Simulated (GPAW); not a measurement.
# BH3S (SMILES BS): levels of theory compared

Aim: a comparison of 3 runs (PBE/real-space grid, PBE/dzp, WC/dzp) of BH3S. Input form: an ASE script.

Program for the calculation: GPAW 26.7.0.

2 further runs of the same task are left out: 2 that didn't finish.

### Step 1. The system as given

BH3S has 5 atoms, charge 0, and is taken as a singlet. As SMILES, `BS`. The shape is that of a PBE0-D4/def2-TZVP optimisation.

Bond lengths: B1–S2 1.765 Å, B1–H3 1.192 Å, B1–H4 1.190 Å, S2–H5 1.344 Å. Angles: B1–S2–H5 99.2°, S2–B1–H3 115.8°, S2–B1–H4 121.4°, H3–B1–H4 122.7°.

### Step 2. Energy and one-electron properties at PBE/real-space grid (scalar-relativistic datasets) (run 1)

Contents of bh3s_sp.py:

```python
import numpy as np
from ase import Atoms
from ase.units import Bohr, Debye
from gpaw import GPAW

# Structure
positions_bohr = np.array(
              [[ -0.740962,  -0.795575,   0.166485],
               [  0.305569,   2.337402,  -0.291585],
               [ -2.953453,  -1.051444,   0.499266],
               [  0.693718,  -2.527698,   0.140218],
               [  2.789425,   1.898041,  -0.592618]])
atoms = Atoms(['B', 'S', 'H', 'H', 'H'], positions=positions_bohr * Bohr)
atoms.center(vacuum=4.5)

# GPAW settings
calculator = GPAW(mode='fd', maxiter=150, h=0.18, xc='PBE', txt='-')
atoms.calc = calculator

energy = atoms.get_potential_energy()
print(f'Energy = {energy:.5f} eV')
forces = atoms.get_forces()
print('Forces (eV/Ang)')
for symbol, f in zip(atoms.symbols, forces):
    print(f'{symbol:2} {f[0]:9.4f} {f[1]:9.4f} {f[2]:9.4f}')
dipole = atoms.get_dipole_moment() / Debye
print(f'Dipole: {np.linalg.norm(dipole):.3f} D')
homo, lumo = calculator.get_homo_lumo()
print(f'HOMO: {homo:.3f} eV')
print(f'LUMO: {lumo:.3f} eV')
print(f'Gap = {lumo - homo:.3f} eV')
```

Launch:

```bash
$ python3 -u bh3s_sp.py | tee bh3s_sp.out
```

Log:

```text
[...]
Number of symmetries: 1
[...]
  Number of IBZ points: 1
[...]
Spin-components: 1 (collinear spins)
Bands:           11
[...]
  Valence electrons: 12.0
[...]
  Grid points: [68 64 52]
  Charge: 0.0  # |e|
[...]
    cutoffs:
[...]
occupation numbers:
  # Zero width
[...]
xc functional:
  name: PBE with 2 nearest neighbor stencil
[...]
|iter     |     time |      energy | eigst |  dens |
[...]
|iter:   1| 00:00:03 |  -22.915003 | +1.19 |       |
[...]
|iter:  14| 00:00:20 |  -21.205979c| -7.58c| -5.74c|
Converged in 14 steps
[...]
Energy contributions relative to reference atoms: (reference = -11564.579952)
Energy contributions:
  Kinetic:          22.583180
  Coulomb:         -25.292730
  Zero:              0.138378
  External:          0.000000
  Xc:              -18.634806
  Entropy:           0.000000
  Spinorbit:         0.000000
  ----------------------------
  Free energy:     -21.205979
  Extrapolated:    -21.205979
dipole moment: (0.183230, 0.019284, -0.027579)  # |e|*Ang
Fermi level: -4.844
[...]
Gap: 5.037 eV
Transition (v -> c):
[...]
Forces (eV/Ang)
B     0.0066   -0.0539    0.0100
S    -0.2418    0.1674   -0.0013
H    -0.1157    0.0071    0.0200
H     0.0718   -0.0903    0.0008
H     0.2847   -0.0543   -0.0382
Dipole: 0.895 D
HOMO: -7.362 eV
LUMO: -2.325 eV
Gap = 5.037 eV
```

It took 20 s on 1 thread of Intel Xeon 6975P-C (Granite Rapids), shared host; peak memory 0.49 GiB.

### Step 3. Energy and one-electron properties at PBE/dzp (scalar-relativistic datasets) (run 2)

Contents of run.py:

```python
import numpy as np
from ase.io.zmatrix import parse_zmatrix
from ase.units import Debye
from gpaw import GPAW

zmat = """
B
S 1 r2
H 1 r3 2 a3
H 1 r4 3 a4 2 d4
H 2 r5 1 a5 4 d5
"""
values = dict(r2=1.764677, r3=1.191687, a3=115.80877, r4=1.190266, a4=122.74425, d4=179.99835, r5=1.344277, a5=99.24392, d5=0.00094)
molecule = parse_zmatrix(zmat, defs=values)
molecule.center(vacuum=4.5)

gpaw_calc = GPAW(mode='lcao', xc='PBE', basis='dzp', h=0.18, maxiter=150, txt='-')
molecule.calc = gpaw_calc

energy = molecule.get_potential_energy()
print(f'Energy                  {energy:.5f} eV')
forces = molecule.get_forces()
print('Forces (eV/Ang)')
for symbol, f in zip(molecule.symbols, forces):
    print(f'{symbol:2} {f[0]:9.4f} {f[1]:9.4f} {f[2]:9.4f}')
dipole = molecule.get_dipole_moment() / Debye
print(f'Dipole                  {np.linalg.norm(dipole):.3f} D')
homo, lumo = gpaw_calc.get_homo_lumo()
print(f'HOMO                    {homo:.3f} eV')
print(f'LUMO: {lumo:.3f} eV')
print(f'Gap = {lumo - homo:.3f} eV')
```

Launch:

```bash
$ python3 -u run.py | tee run.out
```

Log:

```text
[...]
Number of symmetries: 1
[...]
  Number of IBZ points: 1
[...]
basis functions: 41
Spin-components: 1 (collinear spins)
Bands:           11
[...]
  Valence electrons: 12.0
[...]
  Grid points: [64 64 52]
  Charge: 0.0  # |e|
[...]
    cutoffs:
[...]
occupation numbers:
  # Zero width
[...]
xc functional:
  name: PBE with 2 nearest neighbor stencil
[...]
|iter     |     time |      energy | eigst |  dens |
[...]
|iter:   1| 00:00:05 |  -21.460653 |      c|       |
[...]
|iter:   8| 00:00:09 |  -20.359959c|      c| -4.06c|
Converged in 8 steps
[...]
Energy contributions relative to reference atoms: (reference = -11564.579952)
Energy contributions:
  Kinetic:          20.298237
  Coulomb:         -22.073919
  Zero:             -0.008010
  External:          0.000000
  Xc:              -18.576268
  Entropy:           0.000000
  Spinorbit:         0.000000
  ----------------------------
  Free energy:     -20.359959
  Extrapolated:    -20.359959
dipole moment: (0.149654, -0.161438, -0.000000)  # |e|*Ang
Fermi level: -4.562
[...]
Gap: 5.088 eV
Transition (v -> c):
[...]
Forces (eV/Ang)
B     0.2664   -0.1131    0.0001
S     0.3008    0.7596   -0.0001
H    -0.3023    0.6463   -0.0000
H    -0.3947   -0.5868   -0.0000
H     0.0926   -0.7246    0.0000
Dipole                  1.057 D
HOMO                    -7.106 eV
LUMO: -2.018 eV
Gap = 5.088 eV
```

Wall time 9.6 s (1 thread of Intel Xeon 6975P-C (Granite Rapids), shared host); peak memory 0.53 GiB.

### Step 4. The charge distribution at WC/dzp (scalar-relativistic datasets) (run 3)

Contents of run.py:

```python
import numpy as np
from ase import Atoms
from ase.units import Bohr, Debye
from gpaw import GPAW, setup_paths
from gpaw.atom.configurations import parameters
from gpaw.atom.generator import Generator

# Set up the molecule
positions_bohr = np.array(
              [[ -0.740962,  -0.795575,   0.166485],
               [  0.305569,   2.337402,  -0.291585],
               [ -2.953453,  -1.051444,   0.499266],
               [  0.693718,  -2.527698,   0.140218],
               [  2.789425,   1.898041,  -0.592618]])
atoms = Atoms(['B', 'S', 'H', 'H', 'H'], positions=positions_bohr * Bohr)
atoms.set_cell([13.0, 13.0, 13.0])
atoms.center()

# Generate the setups first
for symbol in ['B', 'H', 'S']:
    Generator(symbol, xcname='WC', scalarrel=True, nofiles=True, txt=None).run(**parameters[symbol])
setup_paths.insert(0, '.')

# GPAW settings
dft = GPAW(mode='lcao',
           basis='dzp',
           h=0.18,
           xc='WC',
           occupations={'name': 'fermi-dirac', 'width': 0.01},
           maxiter=150,
           poissonsolver={'name': 'fast'},
           txt='run.txt')
atoms.calc = dft

energy = atoms.get_potential_energy()
print(f'Energy = {energy:.5f} eV')
forces = atoms.get_forces()
print('Forces (eV/Ang)')
for symbol, f in zip(atoms.symbols, forces):
    print(f'{symbol:2} {f[0]:9.4f} {f[1]:9.4f} {f[2]:9.4f}')
dipole = atoms.get_dipole_moment() / Debye
print(f'Dipole = {np.linalg.norm(dipole):.3f} D')
homo, lumo = dft.get_homo_lumo()
print(f'HOMO                    {homo:.3f} eV')
print(f'LUMO                    {lumo:.3f} eV')
print(f'Gap                     {lumo - homo:.3f} eV')

# Other functionals on this density
nsc = {}
for xc in ['WC', 'GGA_X_PBEINT+GGA_C_PBEINT', 'LDA_X+LDA_C_VWN', 'GGA_X_OPTX+GGA_C_LYP', 'RPBE', 'PBEsol', 'GGA_X_B88+GGA_C_P86', 'GGA_XC_XLYP']:
    nsc[xc] = energy + dft.get_xc_difference(xc)
    print(f'{xc:32} {nsc[xc]:12.4f} eV')
```

Launch:

```bash
$ python3 run.py
```

Log:

```text
Energy = -20.76672 eV
Forces (eV/Ang)
B     0.2399    0.3649   -0.0646
S    -0.6630    0.3960    0.0496
H    -0.6969   -0.0486    0.1031
H     0.4412   -0.5614   -0.0046
H     0.6903   -0.1625   -0.0811
Dipole = 1.063 D
HOMO                    -7.102 eV
LUMO                    -2.014 eV
Gap                     5.088 eV
WC                                   -20.7667 eV
GGA_X_PBEINT+GGA_C_PBEINT            -10.6331 eV
LDA_X+LDA_C_VWN                        9.9311 eV
GGA_X_OPTX+GGA_C_LYP                 -35.9807 eV
RPBE                                 -35.3189 eV
PBEsol                                -8.7378 eV
GGA_X_B88+GGA_C_P86                  -37.2735 eV
GGA_XC_XLYP                          -39.8058 eV
```

run.txt:

```text
__  _  _
 | _ |_)|_||  |
 |__||  | ||/\| - 26.7.0

units:  Angstrom and eV
cores:  1
OpenMP: False

Versions:
  Python: 3.12.14
  ASE:    3.29.0
  Numpy:  2.5.5
  Scipy:  1.18.1
  Libxc:  7.0.0

        _gpaw.cpython-312-x86_64-linux-gnu.so

[... 64 lines left out ...]
|   |                                coordinates |     weight |
[... 143 lines left out ...]
  Fourier metric: weight=20.0, sigma=0.015
[... 200 lines left out ...]
Reference energy: -11554.833671  # eV
[... 30 lines left out ...]
convergence criteria:
[... 17 lines left out ...]
Converged in 8 steps
[... 15 lines left out ...]
dipole moment: (0.202361, 0.081974, -0.036239)  # |e|*Ang
[... 17 lines left out ...]
Forces  # eV/Ang
|        x |        y |        z |
|----------|----------|----------|
|  0.23993 |  0.36491 | -0.06460 |  # B    0
| -0.66305 |  0.39604 |  0.04958 |  # S    1
| -0.69693 | -0.04862 |  0.10315 |  # H    2
|  0.44119 | -0.56135 | -0.00462 |  # H    3
|  0.69030 | -0.16246 | -0.08105 |  # H    4

Force computation time: 0.136  # s

timing:  # [seconds]
  Total:  24.073  # ━━━━━━━━━━━━━━━━━━━━━━━━━━━━━━━━━━━━━━━━━━━━━━━━━━━━━━━━━
  Init:    8.952  # ━━━━━━━━━━━━━━━━━━━━━
  SCF:    10.052  # ━━━━━━━━━━━━━━━━━━━━━━━━
  Forces:  0.136  # ╸

Max RSS: 864.023  # MiB
```

Run time: 25 s. Hardware: 1 thread of Intel Xeon 6975P-C (Granite Rapids), shared host; peak memory 0.84 GiB.

### Step 5. All runs side by side

| run | level | mode | box rule | energy (Eh) | dipole moment (D) | HOMO energy (eV) | LUMO energy (eV) | wall time |
| --- | --- | --- | --- | --- | --- | --- | --- | --- |
| 1 | PBE/real-space grid (scalar-relativistic datasets) | fd | center | -425.769780 | 0.89 | -7.36 | -2.33 | 20 s |
| 2 | PBE/dzp (scalar-relativistic datasets) | lcao | center | -425.738689 | 1.06 | -7.11 | -2.02 | 9.6 s |
| 3 | WC/dzp (scalar-relativistic datasets) | lcao | cube | -425.395468 | 1.06 | -7.10 | -2.01 | 25 s |

### Step 6. Results

| quantity | value |
| --- | --- |
| run 3: energy as printed (from the program's reference atoms) | -20.7667 eV |
| run 3: dipole moment | 1.06 D |
| run 3: HOMO energy | -7.10 eV |
| run 3: LUMO energy | -2.01 eV |
| run 3: HOMO–LUMO gap | 5.09 eV |
| run 3: largest force on an atom | 0.774 eV/Å |

What this shows: The dipole moment (its size) runs from 0.89 D (PBE/real-space grid) to 1.06 D (WC/dzp). The two ends differ in method and basis. The HOMO–LUMO gap runs from 5.04 eV (PBE/real-space grid) to 5.09 eV (WC/dzp). Totals of different functionals can't be ranked against each other. All runs together took 55 s, the longest 25 s.
